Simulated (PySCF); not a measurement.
## Level sweep

HNO.
InChI=1S/HNO/c1-2/h1H

PySCF, dipoles from the SCF density, polarisabilities from static response with core orbitals frozen. Isolated species at its PBE0-D3(BJ)/def2-SVP geometry, gas phase.

Q: Which levels come closest to the reference values?

A: 

| level | μ (D) | error (%) | α (au) | error (%) | anisotropy (au) |
| --- | --- | --- | --- | --- | --- |
| LDA/def2-SVPD | 1.625 | -2.7 | 14.98 | +0.1 | 8.77 |
| PBE/def2-SVPD | 1.536 | -8.0 | 14.94 | -0.1 | 8.98 |
| B3LYP/def2-SVPD | 1.670 | 0.0 | 14.43 | -3.5 | 8.36 |
| PBE0/def2-SVPD | 1.679 | +0.6 | 14.21 | -5.0 | 8.13 |
| BHandHLYP/def2-SVPD | 1.815 | +8.7 | 13.81 | -7.7 | 7.83 |
| CAM-B3LYP/def2-SVPD | 1.754 | +5.0 | 14.22 | -4.9 | 7.97 |
| wB97X-D/def2-SVPD | 1.727 | +3.4 | 14.24 | -4.8 | 7.83 |
| LC-wPBE/def2-SVPD | 1.780 | +6.6 | 13.92 | -7.0 | 7.54 |
| HF/def2-SVPD | 1.978 | +18.5 | 13.44 | -10.1 | 7.84 |
| PBE0/6-31G* | 1.648 | -1.3 | 10.03 | -33.0 | 9.29 |
| PBE0/def2-SVP | 1.692 | +1.3 | 9.97 | -33.4 | 9.13 |
| PBE0/6-31+G* | 1.782 | +6.7 | 12.11 | -19.1 | 9.15 |
| PBE0/aug-cc-pVDZ | 1.620 | -3.0 | 14.43 | -3.5 | 8.64 |
| PBE0/def2-TZVP | 1.657 | -0.8 | 12.21 | -18.4 | 9.22 |
| PBE0/def2-TZVPD | 1.615 | -3.3 | 14.77 | -1.3 | 8.36 |
| PBE0/aug-cc-pVTZ | 1.616 | -3.2 | 14.87 | -0.6 | 8.49 |

Reference dipole: 1.670 D (measured, gas; NIST CCCBDB Release 22 (SRD 101), experimental dipoles). Reference dipole: 1.654 D (computed, CCSD(T)/CBS, all electrons, equilibrium geometry, gas; Hait, Head-Gordon, J. Chem. Theory Comput. 14 (2018) 1969). Reference polarisability: 2.217 Å³ (computed, CCSD(T)/CBS, static electronic, isotropic average, equilibrium geometry, gas; Hait, Head-Gordon, Phys. Chem. Chem. Phys. 20 (2018) 19800). Errors are taken against the first value of each kind. The anisotropy is √(½[(α1 − α2)² + (α2 − α3)² + (α3 − α1)²]). For the dipole, the smallest error is 0.0% (B3LYP/def2-SVPD) and the largest 18.5% (HF/def2-SVPD). For the polarisability, the smallest error is 0.1% (LDA/def2-SVPD and PBE/def2-SVPD) and the largest 33.4% (PBE0/def2-SVP). The dipole runs from 1.54 D (PBE/def2-SVPD) to 1.98 D (HF/def2-SVPD). In one basis (def2-SVPD) the functionals order the polarisability from HF (lowest) to LDA (highest), a spread of 11%. With PBE0 the polarisability is 10.74 au without diffuse functions (mean of 6-31G*, def2-SVP and def2-TZVP) and 14.08 au with them (mean of 6-31+G*, def2-SVPD, aug-cc-pVDZ, def2-TZVPD and aug-cc-pVTZ). Measured values can belong to vibrating molecules; the computed ones are for one fixed geometry.
